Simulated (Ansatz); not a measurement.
Relaxation of H$_{4}$O$_{2}$Si (7 atoms, charge 0, multiplicity 1), to a largest force component of 0.03 eV/Å in at most 50 steps.

Computed with Ansatz, RKS BLYP-D4/def2-SVP.

```xyz
7
Properties=species:S:1:pos:R:3
Si -0.084 -0.196 -1.073
H 1.054 -0.206 1.336
H 1.448 0.322 1.047
O -0.845 1.294 -0.868
H -1.613 1.290 -0.257
O -1.089 -1.125 -0.047
H -0.865 -2.075 0.000
```

Task: Where does it end, and by what steps?

Result: The run converged. The force dipped under the threshold on the way, but the program's further checks kept it going. After 27 steps the energy has fallen by 0.194 eV; Si1 moved furthest, 1.42 Å.

```
step  energy less start (eV)  largest force component (eV/Å)  accepted
   0                  0.0000                           1.341       yes
   1                 -0.0984                           0.339       yes
   2                 -0.1244                           0.241       yes
   3                 -0.1308                           0.217       yes
   4                 -0.1099                           1.624        no
   5                 -0.1359                           0.431       yes
   6                 -0.1465                           0.244       yes
   7                 -0.1630                           0.248       yes
   8                 -0.0692                           1.312        no
   9                 -0.1667                           0.258       yes
  10                 -0.1780                           0.083       yes
  11                 -0.1835                           0.025       yes
  12                 -0.1733                           0.733        no
  13                 -0.1853                           0.086       yes
  14                 -0.1864                           0.296       yes
  15                 -0.1895                           0.075       yes
  16                 -0.1905                           0.075       yes
  17                 -0.1901                           0.259        no
  18                 -0.1877                           0.274        no
  19                 -0.1911                           0.014       yes
  20                 -0.1917                           0.146       yes
  21                 -0.1923                           0.076       yes
  22                 -0.1928                           0.048       yes
  23                 -0.1930                           0.105       yes
  24                 -0.1934                           0.055       yes
  25                 -0.1936                           0.024       yes
  26                 -0.1935                           0.109        no
  27                 -0.1938                           0.020       yes
```

```xyz
7
Properties=species:S:1:pos:R:3
Si -1.412 -0.428 -1.518
H 1.054 -0.164 1.494
H 1.569 0.067 2.016
O -1.378 1.224 -1.206
H -0.907 1.503 -0.391
O -0.526 -0.965 -0.157
H -0.395 -1.932 -0.100
```

The run took 30 s on 1 thread of Intel(R) Xeon(R) Platinum 8488C (Sapphire Rapids), with other jobs on the host, peak memory 0.13 GiB.
